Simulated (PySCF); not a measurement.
# Mayer bond orders and bond lengths

Compound: C2H2ClNO.
Numbering: `[O:1]=[N:2]/[CH:3]=[CH:4]/[Cl:5]` (hydrogens: H6 on C3; H7 on C4)

Bond orders from the PBE0/pcSseg-2 density (PySCF). One conformer (not necessarily the lowest) at the PBE0-D3(BJ)/def2-TZVP geometry, without solvent, vibrations or thermal averaging.

(1) Where do the orders between heavy atoms depart from those drawn in the SMILES?

(2) Give the Mayer order of every bond, beside its length.

(3) Sum the orders of all bonds at each heavy atom with more than one neighbour and set the sums beside the valence in the SMILES.

## Answers

(1) The largest departure is 0.289, at O1–N2 (drawn double, 1.711).

(2) 
```
  bond  drawn as  length (Å)  Mayer order
 O1–N2    double       1.203        1.711
 N2–C3    single       1.430        1.063
 C3–C4    double       1.331        1.724
C4–Cl5    single       1.697        1.060
 C3–H6    single       1.082        1.015
 C4–H7    single       1.084        0.946
```

(3) N2 2.774 (drawn 3), C3 3.802 (drawn 4), C4 3.730 (drawn 4). Orders between atoms that aren't bonded are not in these sums.

The Mayer order sums products of elements of PS (density times overlap matrix) between the two atoms' basis functions, so it depends on the basis set.

The values belong to the conformer `[O:1]=[N:2]/[CH:3]=[CH:4]/[Cl:5]`: O1–N2–C3–C4 -21°.
